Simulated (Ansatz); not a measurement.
Input file:

```yaml
crystal:
  periodic: [false, false, false]
  atoms:
    - {symbol: Al, position_ang: [0.000000, 0.000000, 0.000000]}
    - {symbol: S, position_ang: [0.000000, 0.000000, 1.601000]}
basis:
  gaussian: {orbitals: 6-31G}
magnetization: {spin_polarized: true, initial_magnetization: 1}
hamiltonian: {xc: {name: B3LYP}}
```

```sh
$ ansatz run in.yaml --threads 1 --pin off --events-out ev --progress --plain --max-ram 2393MiB
```

Log:

```
283 factors; integrals over basis functions are off by at most 8.6e-5 eV
mean field evaluation 1: about -17422.8940 eV, gradient 2.0e1 eV
mean field evaluation 2: about -17404.0596 eV, gradient 5.4e1 eV
mean field evaluation 4: about -17426.1331 eV, gradient 7.8e-1 eV
mean field evaluation 8: about -17426.1443 eV, gradient 1.1e-2 eV
mean field -17426.14432151 eV, -640.3989919505 hartree, gradient 2.9e-5 eV, S^2 0.752899; 0 other end points of the search recorded, 0 dependent functions left out
reference -17426.14449620 eV, -640.3989983703 hartree; 15, 14 occupied and 11, 12 virtual orbitals, 283 factors
Total energy: -17426.14449620 eV, -640.3989983703 hartree
```

Ran on 1 thread of INTEL XEON PLATINUM 8581C, shared host: 0.48 s wall, 0.1 GiB peak host memory.
